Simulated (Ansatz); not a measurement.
What does this script print? It uses Ansatz's Python interface.

Script `torsion.py`:
```python
import logging
import sys

import ansatz
from ase import Atoms

logging.basicConfig(stream=sys.stdout, format="[%(levelname)s] %(message)s")
log = logging.getLogger("calc")
log.setLevel(logging.INFO)

atoms = Atoms(["Al", "Si", "S", "H", "H", "H", "H", "H"], positions=[
    (-1.1243, 0.8692, -0.9493),
    (0.621, -0.0404, 0.2351),
    (-0.0415, -1.8858, 1.1068),
    (-1.7658, 0.1209, -2.1725),
    (-1.7218, 2.3508, -0.5764),
    (1.0555, 0.9052, 1.2917),
    (1.7723, -0.2894, -0.6775),
    (1.2968, -2.0876, 1.6864),
])

first = (
    ansatz.Crystal.molecule_from_ase(atoms).calculation()
    .basis(gaussian="cc-pVDZ")
    .functional("hf")
    .relax(force_tolerance=0.02, max_steps=80)
)
atoms.positions = first.run(threads=1, pin="off").report["positions_ang"]

start = atoms.get_dihedral(0, 1, 2, 7)
energies = {}
for turn in range(0, 360, 30):
    turned = atoms.copy()
    turned.set_dihedral(0, 1, 2, 7, start + turn, indices=[2, 7])
    model = (
        ansatz.Crystal.molecule_from_ase(turned).calculation()
        .basis(gaussian="cc-pVDZ")
        .functional("hf")
    )
    energies[round((start + turn) % 360)] = model.run(threads=1, pin="off").report["free_energy_ev"]
floor = min(energies.values())
log.info("dihedral Al0-Si1-S2-H7 (deg)   E - E(min) (kJ/mol)")
for angle, e in sorted(energies.items()):
    log.info(f"{angle:8d} {96.485332 * (e - floor):14.3f}  " + "#" * int(30 * (e - floor) / max(max(energies.values()) - floor, 1e-9)))
```

```console
$ python torsion.py
[INFO] dihedral Al0-Si1-S2-H7 (deg)   E - E(min) (kJ/mol)
[INFO]       30          5.294  ################
[INFO]       60          6.804  ####################
[INFO]       90          9.677  #############################
[INFO]      120          9.087  ###########################
[INFO]      150          3.513  ##########
[INFO]      180          0.000
[INFO]      210          3.431  ##########
[INFO]      240          9.019  ###########################
[INFO]      270          9.736  ##############################
[INFO]      300          7.007  #####################
[INFO]      330          5.519  #################
[INFO]      360          5.307  ################
```

The scan is rigid and the energies are electronic, in a modest basis. With rigid groups the curve can differ much from the relaxed path, the start wasn't checked as a minimum of this torsion, and equivalent turns needn't return to the same energy. Finished in 52 s on 1 thread of Arm Neoverse V1 (shared host), peak memory 0.22 GiB.
